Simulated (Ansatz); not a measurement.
# H2MgO: where a starting geometry ends

The starting geometry of this gas-phase triplet was optimised with GFN2-xTB as a singlet.

| atom | x (Å) | y (Å) | z (Å) |
| --- | --- | --- | --- |
| Mg | -1.8285 | -0.8952 | -1.9560 |
| O | -0.8953 | -0.5346 | -0.6011 |
| H | -0.3687 | -0.3331 | 0.1608 |
| H | -2.6911 | -1.2043 | -3.1802 |

Task: Where would you expect an optimisation with PBE0-D4/def2-SVP to take it?

Result: It falls apart into HMgO + H. Contacts that open: Mg1–H4 (1.53 → 3.82 Å).

The energy falls by 3.17 eV over 44 steps:

```tsv
step	E − E(last) (eV)
1	3.170
6	0.324
11	0.008
15	0.007
20	0.006
25	0.001
30	0.000
34	0.000
39	0.000
44	0.000
```

Final geometry (Å):

```xyz
4

Mg   -0.2920   -1.9312   -1.5949
O    -0.8290   -0.5767   -0.5827
H    -1.2083    0.1625   -0.1173
H    -3.4542   -0.6219   -3.2818
```

The end wasn't checked by frequencies. Open shells are spin-unrestricted. The triplet needn't be the ground state. Run with Ansatz 0.2.0, 46 s on 2 threads of Arm Neoverse V2, with other jobs on the host.
